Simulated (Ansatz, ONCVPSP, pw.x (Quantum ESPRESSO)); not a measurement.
**From atom to crystal: ONCV potential for germanium (Ge)**

- Element: Ge (Z = 32)
- Generator: ONCVPSP 4.0.1.1 (patched build)
- Type: optimised norm-conserving Vanderbilt (ONCV)
- Functional: LDA (Perdew-Wang 92)
- Relativity: scalar-relativistic
- Frozen core: [Ar] 3d10
- Valence charge: 4
- Reference configuration: 4s2 4p2
- Partial waves: 4s: rc 1.80 bohr, ncon 3, nbas 6, qcut 2.9 1/bohr, 2 projectors, debl 2.6 Ha; 4p: rc 2.15 bohr, ncon 4, nbas 9, qcut 4.2 1/bohr, 1 projector
- Local potential: polynomial inside 1.45 bohr (lpopt 4, dvloc0 5.5 Ha)
- Core correction: Teter function, fcfact 4, rcfact 1

Crystal test: diamond Ge in pw.x 7.5, no spin, 8³ k-points, Fermi–Dirac smearing 0.01 Ry, cutoffs 95/380 Ry. The reference is all-electron LAPW (Ansatz 0.2.0) with the same functional, mesh and smearing; V0 and B0 come from Birch–Murnaghan fits to the pressures at five volumes. Errors are pseudo minus all-electron; Δ is the rms difference of the E(V) curves that follow from these fits, minima aligned, over ±6 % about the mean V0. Mesh and smearing are coarse, so the numbers serve the comparison and aren't converged zero-temperature values; the lattice is a test structure that the element need not adopt.

```
V (Å³/atom)  P all-electron (GPa)  P pseudo (GPa)
     21.111                  4.14           -5.75
     21.666                  1.94           -7.25
     22.222                  0.06           -8.52
     22.778                 -1.56           -9.56
     23.333                 -2.98          -10.41
```

All-electron: a0 = 5.625 Å (V0 = 22.24 Å³/atom), B0 = 69.8 GPa.

Pseudopotential: mean pressure error (GPa): -8.62. The pressure does not cross zero within the volumes sampled, so no fit is given. This is a poor potential for the solid.

Problem. At the middle volume, how do free energy and pressure move when the wave cutoff is lowered (ecutrho kept at four times it)?

Solution.

```tsv
cutoff (Ry)	shift of F (meV/atom)	shift of P (GPa)
43	+70.7	-1.36
57	+10.4	-0.38
76	+4.5	-0.10
```

The run at the middle volume (29 k-points, 7 iterations) took about 19 s on one core of a shared host (Neoverse-V1, 32 threads, 247 GiB, load 16).
